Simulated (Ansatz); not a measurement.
## C4H10O2, SMILES COCCCO: a ranking of conformers, step by step

With Ansatz's Python interface.

The cells in order, each with its output:

```python
from dataclasses import dataclass

import ansatz as az
from rdkit import Chem
from rdkit.Chem import AllChem


@dataclass
class Options:
    basis: str = "def2-SVP"
    method: str = "mp2"


opts = Options()

rd = Chem.AddHs(Chem.MolFromSmiles("COCCCO"))
ids = list(AllChem.EmbedMultipleConfs(rd, numConfs=20, randomSeed=612, pruneRmsThresh=0.4))
field = [energy for _, energy in AllChem.MMFFOptimizeMoleculeConfs(rd)]
distinct = {round(e, 2): i for i, e in zip(ids, field)}
chosen = sorted(distinct.items())[:4]
found = []
for force_field, index in chosen:
    molecule = az.Crystal.molecule()
    for atom, xyz in zip(rd.GetAtoms(), rd.GetConformer(index).GetPositions()):
        molecule = molecule.atom(atom.GetSymbol(), xyz.round(5).tolist())
    calc = (
        molecule.calculation()
        .basis(gaussian=opts.basis)
        .correlation(opts.method)
    )
    found.append(calc.run().report["free_energy_ev"])
print("conformer   MMFF (kcal/mol)   this level (kJ/mol)")
for (force_field, index), e in zip(chosen, found):
    print(f"{index:9d} {force_field - chosen[0][0]:17.2f} {96.485332 * (e - min(found)):17.3f}")
```

    conformer   MMFF (kcal/mol)   this level (kJ/mol)
           10              0.00            12.273
            9              0.34             0.000
            1              0.69             4.981
            6              0.80            16.921

The conformers keep their force-field geometries. Timing: 13 s on 1 thread of Arm Neoverse V2, with other jobs on the host, peak memory 0.39 GiB.
